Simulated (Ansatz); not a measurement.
**Structure relaxation of Hf**

These are results of DFT PBEsol, scalar-relativistic, plane waves, PAW (Ansatz 0.2.0), not measurements. Cutoff 420 eV, Γ-centred k mesh, Gaussian smearing, no spin polarisation in the final step.

The start puts Hf on the diamond structure type (Fd-3m, No. 227), at a guessed volume.

```xyz
2
Lattice="0.0000 2.9409 2.9409 2.9409 0.0000 2.9409 2.9409 2.9409 0.0000" Properties=species:S:1:pos:R:3 pbc="T T T"
Hf    2.9409    2.9409    2.9409
Hf    4.4113    4.4113    4.4113
```

Cell and atoms relax at zero pressure; the relaxation can't lower the symmetry of the start. After a coarse first stage the cell is made exact in the group found at 0.06 Å.

Energies count from the standard state of Hf at the same level.

What does it relax into?

It keeps Fd-3m (No. 227). The result has the diamond structure. Conventional cell: a = 6.371 Å. Around Hf lie 4 Hf at 2.76 Å.

```
Hf
1.0
     0.00000    3.18570    3.18570
     3.18570    0.00000    3.18570
     3.18570    3.18570    0.00000
Hf
2
Direct
  0.50000 0.50000 0.50000
  0.75000 0.75000 0.75000
```

What are its volume, energy, density and gap?

The volume per atom is 32.33 Å³, the density is 9.17 g/cm³ and the energy over the standard structure is 2.79 eV/atom. The gap on the 16×16×16 mesh is 0 eV (a metal).

The final run used a 16×16×16 mesh on its 2-atom cell and 0.10 eV smearing. The k mesh leaves about 4 meV/atom of noise in metals. Spin–orbit coupling is left out. A structure relaxed within its symmetry needn't be a true minimum. The steps took roughly 50 core-seconds in all.